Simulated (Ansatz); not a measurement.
System: SiO, net charge 1, doublet state. SMILES of the parent species: [O+]#[Si-]
Structure (B3LYP-D3(BJ)/def2-TZVP (Ansatz, a quantum-chemistry and plane-wave program) minimum search):
```
Si
O 1 1.5229
```
Charge +1, spin multiplicity 2.

Parts of the frozen-core correlation energy in STO-3G (Ansatz, hartree). Frozen orbitals: 6; correlated occupied orbitals by spin: 5 and 4; virtual: 3 and 4. UHF or UKS for open shells. No spin-orbit coupling. Non-relativistic. The program attaches cautions to this run: large difference.

```
term                            value
-------------------------  ----------
reference (HF)             -359.12834
MP2 opposite-spin            -0.06493
MP2 same-spin                     ___
CCSD correlation                  ___
(T)                               ___
T1 diagnostic                   0.137
largest doubles amplitude       0.199
<S^2> of the reference          1.328
```

Question: What belongs in the gaps?

Answer: 
- MP2 same-spin, value: -0.02728
- CCSD correlation, value: -0.14920
- (T), value: -0.00787
